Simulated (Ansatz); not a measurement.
Base system: C in the diamond structure (space group Fd-3m, No. 227; a = 3.5317 Å).

All numbers come from LDA (Ansatz, an electronic-structure program), spin-orbit coupling left out.

```tsv
level	band gap	lattice parameter a
LDA	4.17 eV	3.532 Å
```

Task: What does experiment give, and how far off is each level?

Result: Measured: band gap 5.48 eV (0 K or low temperature; as listed in arXiv:1206.3780); lattice parameter a 3.553 Å (static lattice; corrected from measurement; as listed in Daniel Mejia-Rodriguez, S. B. Trickey, Phys. Rev. B (2018)). Computed minus measured — band gap: LDA -1.31 eV; lattice parameter a: LDA -0.6 %. Measured values not marked as corrected hold thermal and zero-point effects that the static-lattice runs lack. A measured gap can be an optical one, lowered by exciton binding.

Gaps are read on the SCF mesh and a high-symmetry path. Stability against distortions was not tested.
